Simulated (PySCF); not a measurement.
Ionisation energy of F by level of theory

F [He] 2s2 2p5 (2P) → F⁺ [He] 2s2 2p4 (3P), as a difference of total energies. Computed with PySCF 2.14 in 6-31G*, with no relativity, point nucleus. Correlated levels: valence: 1s2 frozen. The calculations carry no spin-orbit coupling.

| method | ionisation energy (eV) | error (eV) |
| --- | --- | --- |
| UHF | 15.645 | -1.782 |
| LDA | 17.594 | +0.167 |
| MN15 | 17.337 | -0.090 |
| MP2 (valence) | 16.866 | -0.561 |
| SCS-MP2 (valence) | 16.816 | -0.611 |
| CCSD (valence) | 16.795 | -0.632 |
| CCSD(T) (valence) | 16.802 | -0.625 |

Reference: 17.427 eV (measured; NIST levels, between the centres of gravity of the two terms).

Errors of the correlated levels include the incompleteness of this basis and the frozen core.
